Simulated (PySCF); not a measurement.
A database entry of computed molecular properties. Lists by class give the value and the number of equivalent atoms.

```json
{
 "name": "2,3-dihydrothiophene",
 "formula": "C4H6S",
 "smiles": "C1=CSCC1",
 "inchi": "InChI=1S/C4H6S/c1-2-4-5-3-1/h1,3H,2,4H2",
 "charge": 0,
 "multiplicity": 1,
 "geometry_level": "GFN2-xTB",
 "electronic_structure_code": "PySCF",
 "results": {
  "GFN2-xTB geometry": {
   "rotational_constants_GHz": [6.911, 4.725, 2.918]
  },
  "CAM-B3LYP/def2-SVPD ground state and vertical TDDFT (core frozen in the response)": {
   "dipole_D": 1.72,
   "homo_eV": -7.06,
   "lumo_eV": 1.3,
   "S1_eV": 4.83,
   "strongest_line_of_8_singlets_eV": 5.44,
   "T1_tda_eV": 3.68,
   "polarisability_au": 64.2,
   "r2_bohr2_about_centre_of_nuclear_charge": 456.7,
   "singlets_eV_and_f": [
    [4.83, 0.002],
    [5.44, 0.118],
    [5.5, 0.029],
    [6.16, 0.013],
    [6.4, 0.023],
    [6.5, 0.006],
    [6.8, 0.004],
    [7.1, 0.001]
   ],
   "triplets_tda_eV": [3.68, 4.45, 5.38]
  },
  "PBE0/pcSseg-1 ground state and GIAO shieldings, non-relativistic": {
   "shift_vs_computed_TMS_C_by_class_ppm": [
    [135.5, 1],
    [123.8, 1],
    [38.4, 1],
    [34.5, 1]
   ],
   "shift_vs_computed_TMS_H_by_class_ppm": [
    [5.9, 1],
    [5.35, 1],
    [3.27, 2],
    [3.0, 2]
   ],
   "shielding_other_nuclei_by_class_ppm": [
    ["S", 434.8, 1]
   ]
  }
 }
}
```

No computed singlet falls in the visible range (750 to 380 nm, 1.65 to 3.26 eV); S1 lies 1.57 eV above its blue end. The rotational constants make it an asymmetric top with κ = (2B − A − C)/(A − C) = -0.10, midway between the prolate (−1) and oblate (+1) limits. The vertical singlet–triplet gap S1 − T1 is 1.15 eV (TDDFT singlet less Tamm–Dancoff triplet). S1 lies 3.53 eV below the HOMO–LUMO gap; its leading configuration is HOMO→LUMO, weight 0.71. With B = h/(8π²I), that is 505.379 GHz u Å² over I, the principal moments of inertia are 73.1, 107.0 and 173.2 u Å² (most abundant isotopes).

The structure is a single GFN2-xTB conformer in the gas phase; no vibrational or solvent corrections.
